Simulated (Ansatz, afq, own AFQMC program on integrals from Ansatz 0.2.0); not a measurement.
Integrals from Ansatz 0.2.0, then the random walk in our own AFQMC program (afq).

```yaml
crystal:
  periodic: [false, false, false]
  atoms:
    - {symbol: N, position_ang: [0.000000, 0.000000, 0.000000]}
    - {symbol: C, position_ang: [0.000000, 0.000000, 1.867000]}
basis:
  gaussian: {orbitals: 6-31G}
magnetization: {spin_polarized: false, initial_magnetization: 3}
correlation: {method: ccsd_t, electrons: outside_noble_gas, hamiltonian_folder: ham}
```

```sh
$ ansatz run in.yaml --threads 1 --pin off --events-out ev --progress --plain --max-ram 24576MiB --backend cuda --devices 0, --max-vram 18GiB
```

Options of the walk:

```
--method phaseless --trial cisd --walkers 80 --populations 1 --least-time 40 --time-step 0.005 --steps-per-block 25 --equilibration-blocks 24 --max-blocks 480 --target-error 0.00144 --factor-cut 1e-05 --start spin_pure --seed 597 --release-times 0.3,0.6,0.9,1.2 --release-step 0.05 --release-every 8 --taylor-order 8
```

Times are imaginary, in 1/Eh. The walk had a cap of 60 s.

Output of the walk:

```
orbitals 16  electrons 6 3  factors 90 of 259
reference energy -92.00422342 Eh
CCSD correlation -0.14365694 Eh in 18 cycles, weight of the determinant in the CISD state 0.8703
energy of the start -92.147886 Eh
 block  time / (1/Eh)  mean weight  energy / Eh
     1     0.125  1.0003  -92.146951
     2     0.250  0.9989  -92.146727
     3     0.375  1.0002  -92.147125
     4     0.500  1.0003  -92.147167
     5     0.625  0.9998  -92.148075
     7     0.875  0.9999  -92.151290
     9     1.125  0.9989  -92.152018
    17     2.125  0.9994  -92.149493
    33     4.125  1.0002  -92.153584
    49     6.125  1.0001  -92.150190
    65     8.125  0.9996  -92.154599
    81    10.125  0.9989  -92.148940
    97    12.125  1.0003  -92.149942
   105    13.125  0.9997  -92.160247
   113    14.125  0.9997  -92.152741
   129    16.125  1.0001  -92.148532
   145    18.125  0.9995  -92.148742
   161    20.125  1.0009  -92.150232
   177    22.125  1.0009  -92.151199
   193    24.125  1.0013  -92.153949
   209    26.125  0.9994  -92.150409
   225    28.125  1.0017  -92.154601
   241    30.125  0.9974  -92.154203
   257    32.125  1.0012  -92.144740
   273    34.125  1.0001  -92.151772
   289    36.125  1.0002  -92.152403
   305    38.125  1.0019  -92.154221
   321    40.125  1.0009  -92.156349
   337    42.125  1.0010  -92.151671
blocks merged  error / Eh  count
     1  0.000200  320
     2  0.000234  160
     4  0.000289  80
     8  0.000345  40
    16  0.000349  20
    32  0.000474  10
released: time / (1/Eh)  energy / Eh  error  mean overlap
  0.30  -92.152765  0.000551  0.9930
  0.60  -92.153376  0.000511  0.9873
  0.90  -92.153206  0.000480  0.9947
  1.20  -92.153141  0.000653  0.9840
energy -92.152414 +/- 0.000349 Eh
(rows thinned)
```

The run passed its tests (sampling time, drift between the halves within three errors, error under three times the target), which doesn't prove that it has relaxed.

Against this walk (error 9.5 meV) on the same determinant: CCSD(T) 10.7 meV higher (within the noise), CCSDT(Q) 44.4 meV lower, CCSDTQ 45.6 meV lower, full CI (a separate run on its own orbitals, whose frozen core shifts it by up to a few meV) 46.1 meV lower, a separate phaseless walk with a CISD trial and standard settings 3.7 ± 10.1 meV lower (within the noise). The error is statistical and leaves out the bias of the constraint. Released to 1.20 1/Eh the energy moves by -20 ± 20 meV (both errors), within twice the noise. Full CI is exact here, so the walk's 46 meV above it is the walk's own error: the bias of the constraint with this trial.

Cautions: constraint bias not in the error; lower spins were not checked; a spin-contaminated unrestricted determinant lies lower (UHF 414 meV lower, ⟨S²⟩ 4.10); a state of other symmetry lies lower (by 201 meV); full CI with its own frozen core.

The walk took 33 s on 1 × NVIDIA H100 80GB HBM3 with 2 threads of AMD EPYC 7R13 Processor (Zen 3) (shared host) (the card was shared). The log's last line is the phaseless energy.

CCSDT and higher add their correlation energy to the determinant of the CCSD(T) run, since their own runs factorise the integrals more tightly (a shift of under 2 meV). A walk keeps the symmetry of its determinant, which the program's search chose and which needn't be the lowest solution, so a lower state of the same spin and another symmetry isn't excluded.
